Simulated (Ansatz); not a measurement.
A nudged elastic band was laid between two geometries of AlClH₂N (5 atoms, charge -1, multiplicity 1).

All numbers below come from RKS B3LYP-D4/cc-pVDZ in Ansatz 0.2.0.

```
movable images  : 5
climbing image  : yes
spring          : 5.0 eV/Å²
optimiser       : quadratic models (default)
start path      : IDPP
force threshold : 0.05 eV/Å
iteration limit : 60
end points      : relaxed
```

First end point:

```xyz
5
Properties=species:S:1:pos:R:3
N -1.308 -0.294 -0.450
Al 0.303 0.067 0.087
Cl 1.922 0.268 -1.460
H -1.984 -0.367 0.326
H 1.066 0.327 1.497
```

Last end point:

```xyz
5
Properties=species:S:1:pos:R:3
N -1.355 -0.234 0.413
Al 0.334 0.083 0.225
Cl 1.607 0.188 -1.658
H -1.919 -0.413 -0.428
H 1.333 0.376 1.448
```

(1) Which bonds break or form, and what moves?

(2) Give the energies along the band, and the barrier.

(3) What is the geometry of the highest image?

(4) What are the harmonic wavenumbers there?

Results:

(1) No bond is made or broken. The dihedral H4–N1–Al2–Cl3 changes from -180 to 0° by way of a nearly straight angle H4–N1–Al2 (up to 171°), not by a turn about the bond.

(2) It converged. The highest image is number 3 of 0 to 6, 0.179 eV above the first end and 0.286 eV above the last; the last end lies 0.107 eV below the first. A vibrational analysis at the climbing image gives one clearly imaginary mode, 475i cm⁻¹: a first-order saddle point. Limits of this set-up: an anion without diffuse functions, the dipole of an ion depends on the origin.

| image | path coordinate (Å) | energy (eV) | angle H4–N1–Al2 (°) |
| --- | --- | --- | --- |
| 0 | 0.00 | 0.000 | 113 |
| 1 | 0.23 | 0.032 | 126 |
| 2 | 0.46 | 0.122 | 147 |
| 3 | 0.69 | 0.179 | 171 |
| 4 | 0.96 | 0.077 | 159 |
| 5 | 1.24 | -0.066 | 133 |
| 6 | 1.52 | -0.107 | 119 |

(3) 
```xyz
5
Properties=species:S:1:pos:R:3:forces:R:3
N -1.253 -0.244 0.036 0.00 0.00 0.02
Al 0.379 0.085 0.136 0.01 0.00 -0.01
Cl 1.736 0.212 -1.673 0.00 0.00 0.00
H -2.235 -0.431 0.136 0.00 0.00 -0.01
H 1.372 0.377 1.364 0.00 0.00 0.00
```

(4) 475i, 188, 234, 383, 504, 715, 1024, 1787, 3732 cm⁻¹.

Time of the run: 41 s on 1 thread of AMD EPYC 7R43 64-Core Processor (Zen 3) (shared host), peak memory 0.13 GiB.
